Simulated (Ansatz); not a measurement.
The parent structure is Pt in the fcc (Cu type) structure (space group Fm-3m, No. 225; a = 3.970 Å).

Levels (all Ansatz, a quantum-chemistry and plane-wave program, PAW, earlier PAW set): PBE (420 eV, no SOC); PBEsol (420 eV, no spin-orbit coupling).

Levels that relaxed their own cell: PBE and PBEsol.

```csv
level,lattice parameter a
PBE,3.970 Å
PBEsol,3.918 Å
```

Measured: lattice parameter a 3.913 Å (static lattice; corrected from measurement; as listed in Daniel Mejia-Rodriguez, S. B. Trickey, Phys. Rev. B (2018)).

Computed minus measured — lattice parameter a: PBE +1.5 %, PBEsol +0.1 % (closest: PBEsol).

Stability against distortions was not tested. All final runs are without spin polarisation.
